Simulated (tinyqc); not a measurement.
Born-Oppenheimer dynamics on the RHF/sto-6g surface (energies and gradients from PySCF), for CH2, spin multiplicity 1, step by step. Computed by tinyqc, a small Python program that keeps every step (integrals from PySCF). Settings: charge = 0, multiplicity = 1, basis = sto-6g, time step (fs) = 1.0, steps = 24. Command: `OMP_NUM_THREADS=1 python tinyqc.py 28713 28714 out.jsonl` (the two numbers bound the seeds that draw the settings). One thread of a shared host (Intel(R) Xeon(R) Processor @ 2.60GHz), about 4 s of CPU time with the checks.

positions (bohr):
```
,x,y,z
1C,0.1020,-0.0510,-0.0038
2H,-0.0510,1.8538,1.1603
3H,-0.0094,-1.8349,1.3455
```

The total energy should stay constant up to terms of order dt^2; the step counts as short enough if it moves by less than 2 % of the largest kinetic energy.

Trajectory:
```
time (fs),1C-2H (angstrom),potential (hartree),kinetic (hartree),total (hartree)
0.0000,1.1841,-38.738726,0.000246,-38.738480
1.0000,1.1795,-38.740647,0.002054,-38.738593
2.0000,1.1518,-38.745754,0.006794,-38.738960
3.0000,1.1099,-38.748615,0.009394,-38.739221
4.0000,1.0701,-38.745969,0.007077,-38.738892
5.0000,1.0518,-38.742817,0.004344,-38.738473
6.0000,1.0661,-38.744733,0.005895,-38.738838
7.0000,1.1062,-38.746983,0.007812,-38.739171
8.0000,1.1530,-38.744547,0.005609,-38.738938
9.0000,1.1882,-38.740257,0.001665,-38.738592
10.0000,1.2005,-38.739200,0.000708,-38.738492
11.0000,1.1864,-38.742916,0.004205,-38.738711
12.0000,1.1500,-38.748033,0.008936,-38.739097
13.0000,1.1030,-38.748987,0.009787,-38.739200
14.0000,1.0633,-38.744852,0.006128,-38.738725
15.0000,1.0493,-38.742367,0.003873,-38.738494
16.0000,1.0674,-38.744611,0.005673,-38.738939
17.0000,1.1067,-38.745661,0.006562,-38.739099
18.0000,1.1484,-38.742752,0.003939,-38.738812
19.0000,1.1766,-38.739686,0.001139,-38.738546
20.0000,1.1824,-38.740446,0.001897,-38.738549
21.0000,1.1644,-38.744990,0.006165,-38.738825
22.0000,1.1285,-38.749134,0.009983,-38.739151
23.0000,1.0881,-38.748324,0.009241,-38.739083
24.0000,1.0613,-38.743978,0.005359,-38.738619
```

Is the time step short enough?

No. The total energy moves within 7.5e-04 hartree; that is over 2 % of the largest kinetic energy, so the time step is too long.
